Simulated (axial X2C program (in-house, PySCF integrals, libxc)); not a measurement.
## CF⁻ along the bond: BHandHLYP, with spin–orbit coupling

All values were computed with an axial X2C code built on PySCF integrals. Two-component (2c) means X2C with spin–orbit coupling and atomic mean-field two-electron Coulomb and Gaunt terms. Basis: F dyall-av3z [7s6p3d2f], C dyall-av3z [8s7p3d2f] (cores contracted in-house); Gaussian nuclei, density fitting, unrestricted open shells. Masses: F 18.998 u, C 12.000 u.

State: Ω = 1 (⟨Sz⟩ = 1.00, ⟨Lz⟩ = 0.00 at BHandHLYP). Dipoles are positive if C is the positive end and refer to the centre of mass.

Results along the bond:

| R (Å) | μ (D) | HOMO (eV) | LUMO (eV) |
| --- | --- | --- | --- |
| 1.228 | -4.815 | 1.04 | 4.16 |
| 1.285 | -4.406 | 0.86 | 4.19 |
| 1.327 | -4.110 | 0.72 | 4.22 |
| 1.370 | -3.822 | 0.57 | 4.23 |
| 1.412 | -3.540 | 0.41 | 4.24 |
| 1.461 | -3.218 | 0.23 | 4.25 |
| 1.511 | -2.902 | 0.04 | 4.26 |
| 1.574 | -2.502 | -0.19 | 4.26 |
| 1.652 | -2.026 | -0.48 | 4.25 |
| 1.765 | -1.359 | -0.88 | 4.21 |

The state is a single determinant with fixed occupations, the lowest that a limited PBE0 search found. Density functionals use the spin component along the axis (collinear). Other states lie close and PBE0, whose exact exchange favours high spin, may order them wrongly; the determinant shown need not be the ground state. The nearest other 2c determinant of the search, Ω = 0, lies 0.98 eV up at the distance of the search. With several unpaired electrons one determinant need not be a pure state. Open-shell Ω = 0 determinants with evenly filled partner blocks cannot be reached by this program, so the Ω shown need not be the lowest component. This is the Ω = 1 component of a π² triplet; the 0⁺ component is not one determinant and can lie lowest. The highest occupied level of some functionals is positive through self-interaction error; at Hartree–Fock it is bound. The LUMO of an anion is an unbound level whose energy the basis sets.
